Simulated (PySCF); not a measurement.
Boron: a sound run and one with changed settings

Sound run: B [He] 2s2 2p1, B⁺ [He] 2s2. Calculation: PySCF 2.14, in 6-31G* (3s2p1d, 14 functions); the non-relativistic Hamiltonian (point nucleus). The sound run starts from symmetry-adapted Hartree-Fock orbitals and uses a fine grid where one is needed.

Changed run: initial guess atom, at most 3 SCF cycles. This setting is unsound on purpose.

| species | method | sound run (hartree) | changed run (hartree) | converged |
| --- | --- | --- | --- | --- |
| B | UHF | -24.52197 | -24.52189 | no |
| B | LDA | -24.34192 | -24.34191 | no |
| B | MN15 | -24.61209 | -24.61208 | no |
| B⁺ | UHF | -24.23404 | -24.23404 | no |
| B⁺ | LDA | -24.03248 | -24.03248 | no |
| B⁺ | MN15 | -24.32084 | -24.32084 | no |

The SCF was stopped early; the energies are upper bounds that still move, and correlated levels were skipped or rest on poor orbitals.
